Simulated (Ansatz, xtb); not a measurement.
Ligand exchange: HF + C2H8Si → SiH4 + C2H5F

Gas-phase species: HF (hydrogen fluoride), singlet; C2H8Si `CC[SiH3]`, singlet; SiH4 (silane) `[SiH4]`, singlet; C2H5F `CCF`, singlet. The partners trade F for SiH3: H–F and C–SiH3 bonds give way to H–SiH3 and C–F.

Shapes, held fixed at every level: PBE0-D4/def2-TZVP. Programs: Ansatz 0.2.0, xtb 6.7.1. The zero-point and thermal change to 298 K, harmonic and unscaled (PBE0-D4/def2-TZVP), is -2.8 kJ/mol.

Question: Estimate ΔH(298 K) of this reaction.

Answer: The highest level, CCSD(T)/CBS estimate, gives ΔH(298 K) = +67.9 kJ/mol; the levels span -67.9 to +67.9. They disagree on the sign: 8 of 9 are positive. GFN1-xTB strays far from the other rows. The column of differences is taken from that level and isn't an error. No measured value is set beside it here. The CBS estimate extrapolates MP2 from def2-TZVPP and def2-QZVPP and adds CCSD(T) − MP2 in the triple-zeta set, cores frozen. CCSD(T)/CBS estimate lies outside the range of the other correlated levels here, so it shouldn't be taken on trust.

```
                level                    kind  ΔH(298 K) (kJ/mol)  less CCSD(T)/CBS estimate
             GFN1-xTB          semi-empirical               -67.9                     -135.8
          HF/def2-SVP            Hartree–Fock               +24.7                      -43.2
     SPW92/def2-TZVPP                     LDA               +58.2                       -9.7
  BHLYP-D4/def2-TZVPP           global hybrid               +52.0                      -15.9
r2SCAN0-D4/def2-TZVPP           global hybrid               +59.6                       -8.3
   wB97M-V/def2-TZVPP  range-separated hybrid               +57.4                      -10.5
   wB97X-V/def2-TZVPP  range-separated hybrid               +51.6                      -16.3
         MP2/def2-SVP     perturbation theory               +53.7                      -14.2
 CCSD(T)/CBS estimate   coupled cluster or CI               +67.9                        0.0
```
